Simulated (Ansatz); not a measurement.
The reference is PtSe2 in the CdI2 type structure (space group P-3m1, No. 164; a = 3.772 Å, c = 4.818 Å; layered).

The values are results of PBE-D3(BJ) (Ansatz, a first-principles code), no spin-orbit coupling, not measurements.

Now apply this change: every Se is replaced by S; the structure is relaxed again.

Measured lattice parameter a: PtSe2 3.727 Å (temperature not stated; as listed in Torbjörn Björkman, The Journal of Chemical Physics (2014)); PtS2 3.542 Å (temperature not stated; as listed in Torbjörn Björkman, The Journal of Chemical Physics (2014)).

Question: How well does PBE-D3(BJ) reproduce the measured shift?

Answer: With PBE-D3(BJ) the lattice parameter a moves by -0.189 Å (3.772 → 3.584) against -0.185 Å measured.

Whether these cells are dynamically stable was not tested. All final runs are without spin polarisation.
